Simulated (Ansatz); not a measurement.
Rock-salt TiN was calculated with PBEsol (Ansatz, a quantum-chemistry and plane-wave program, PAW).

Settings: plane-wave cutoff 520 eV, 16×16×16 k mesh, Fermi–Dirac smearing 0.1 eV, perturbation theory, force constants from a 4×4×4 q mesh, no spin polarisation, scalar-relativistic PAW data made under PBE.

Computed at the level's own relaxed cell.

```yaml
crystal:
  lattice:
    - [0.00000, 2.10205, 2.10205]
    - [2.10205, 0.00000, 2.10205]
    - [2.10205, 2.10205, 0.00000]
  atoms:
    - { symbol: Ti, position: [0.00000, 0.00000, 0.00000] }
    - { symbol: N, position: [0.50000, 0.50000, 0.50000] }
```

Harmonic phonon frequencies (cm⁻¹; i marks an imaginary mode):

```json
[
 {"q point": "Γ", "frequencies": "0 0 0 534 534 534"}
]
```
